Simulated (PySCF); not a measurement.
**Where the electron goes**

Ethyl methyl sulfide, C₃H₈S.
Atom-mapped SMILES: `[CH3:1][CH2:2][S:3][CH3:4]` (hydrogens: H5, H6, H7 on C1; H8, H9 on C2; H10, H11, H12 on C4)

Cartesian coordinates in Å at the PBE0-D3(BJ)/def2-SVP level; atoms count from 1:
```xyz
12
C3H8S angstrom
C     -1.3771    0.3767    0.5824
C     -0.8298   -0.4850   -0.5402
S      0.7067   -1.3668   -0.1493
C      1.8711    0.0093   -0.0757
H     -2.3322    0.8393    0.2862
H     -1.5486   -0.2231    1.4886
H     -0.6853    1.1915    0.8449
H     -1.5411   -1.2858   -0.7972
H     -0.6740    0.1033   -1.4603
H      1.6460    0.7039    0.7471
H      1.8995    0.5622   -1.0276
H      2.8642   -0.4257    0.1038
```

Level of theory: PySCF 2.14.0, density-fitted response routines, TDDFT PBE0/def2-SVPD, vertical, gas phase, core orbitals frozen in the response.

Kohn–Sham orbitals with the atoms that hold most of them (Löwdin shares over 4%, at most four atoms; ? is withheld):

```
orbital  ε (eV)                           atoms
 HOMO-3  -10.36  C1 29%, H6 17%, C2 17%, S3 12%
 HOMO-2   -9.67  C2 24%, C1 16%, H8 13%, C4 12%
 HOMO-1   -8.66                               ?
   HOMO   -6.29           S3 70%, C4 10%, C2 9%
   LUMO    0.64                               ?
 LUMO+1    0.76   S3 39%, C1 14%, C2 12%, H8 9%
 LUMO+2    1.26    S3 72%, C2 6%, C4 5%, H12 5%
```

Task: Give the leading atoms of the HOMO-1.

Result: S3 (bonded to 2 C) 55%; C2 (bonded to C, S and 2 H) 15%; C4 (bonded to S and 3 H) 12%; C1 (bonded to C and 3 H) 6%. By element: sulfur 55%, carbon 32%.

Task: Which atoms hold the LUMO, and with what shares?

Result: S3 (bonded to 2 C) 39%; C4 (bonded to S and 3 H) 16%; H10 (bonded to C) 9%; H11 (bonded to C) 8%. By element: sulfur 39%, hydrogen 17% or more, carbon 16% or more.

Task: How does S1 compare with the orbital gap of 6.93 eV?

Result: S1 is at 5.48 eV (f = 0.0002), 1.45 eV below the gap, made of HOMO→LUMO (62%), HOMO→LUMO+1 (32%). 

Next come S2 at 5.87 eV (f 0.025), HOMO→LUMO+1 (61%), HOMO→LUMO (33%); S3 at 6.33 eV (f 0.020), HOMO→LUMO+2 (96%); S4 at 6.63 eV (f 0.024), HOMO→LUMO+3 (95%); S5 at 7.02 eV (f 0.022), HOMO→LUMO+4 (60%), HOMO→LUMO+5 (26%).

Hardware: an x86-64 server with one thread, on a shared host. Cost: 23 s.

One conformer stands for the species.
